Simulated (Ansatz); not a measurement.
The input, for Ansatz 0.2.0:

```yaml
crystal:
  periodic: [false, false, false]
  atoms:
    - {symbol: B, position_ang: [0.000000, -0.139406, 0.000000]}
    - {symbol: H, position_ang: [0.000000, 0.747624, -1.095056]}
    - {symbol: H, position_ang: [0.000000, 0.747624, 1.095056]}
basis:
  gaussian: {orbitals: "6-31++G**"}
total_charge: -1
correlation: {method: fic_mrcisd_q, electrons: outside_noble_gas, active_space: {window: {electrons: 6, orbitals: 6}, shells: [{species: B, l: s, shell: 2}, {species: B, l: p, shell: 2}, {species: H, l: s, shell: 1}]}}
```

```sh
$ ansatz run in.yaml --threads 1 --pin off --events-out ev --progress --plain --max-ram 2393MiB
```

Output:

```
503 factors; integrals over basis functions are off by at most 2.2e-7 eV
mean field evaluation 1: about -698.2439 eV, gradient 1.2e1 eV
mean field evaluation 2: about -698.2438 eV, gradient 1.2e1 eV
mean field evaluation 4: about -699.2490 eV, gradient 1.6e0 eV
mean field evaluation 8: about -699.3009 eV, gradient 1.5e-3 eV
mean field evaluation 16: about -695.7094 eV, gradient 1.7e-1 eV
mean field evaluation 32: about -695.7086 eV, gradient 1.3e-3 eV
mean field -699.30084875 eV, -25.6988321883 hartree, gradient 2.3e-6 eV, S^2 0.000000; 3 other end points of the search recorded, 0 dependent functions left out; unrestricted orbitals would lower it
reference -699.30084875 eV, -25.6988321883 hartree; 4, 4 occupied and 27, 27 virtual orbitals, 503 factors
state -700.62131720 eV, -25.7473585089 hartree
contracted CI cycle   1: correlation 0.00000000 eV, 0.0000000000 hartree, residual 1.09e1 eV
contracted CI cycle   2: correlation -1.74513778 eV, -0.0641326304 hartree, residual 2.77e0 eV
contracted CI cycle   3: correlation -1.87670922 eV, -0.0689677917 hartree, residual 7.80e-1 eV
contracted CI cycle   4: correlation -1.89224714 eV, -0.0695387997 hartree, residual 3.58e-1 eV
contracted CI cycle   5: correlation -1.89500283 eV, -0.0696400694 hartree, residual 1.38e-1 eV
contracted CI cycle   6: correlation -1.89539984 eV, -0.0696546594 hartree, residual 4.88e-2 eV
contracted CI cycle   7: correlation -1.89544966 eV, -0.0696564902 hartree, residual 1.79e-2 eV
contracted CI cycle   8: correlation -1.89545614 eV, -0.0696567282 hartree, residual 5.91e-3 eV
contracted CI cycle   9: correlation -1.89545684 eV, -0.0696567540 hartree, residual 2.23e-3 eV
contracted CI cycle  10: correlation -1.89545694 eV, -0.0696567579 hartree, residual 9.33e-4 eV
state -700.62131720 eV, -25.7473585089 hartree; corrected -702.61074169 eV, -25.8204685105 hartree
Total energy: -702.61074169 eV, -25.8204685105 hartree
Checks for a lower state left out: starts, orbital_swaps
```

For the same geometry and basis full CI lies 7.4 meV lower.

Ran on 1 thread of Arm Neoverse V1, shared host: 0.69 s wall, 0.1 GiB peak host memory.
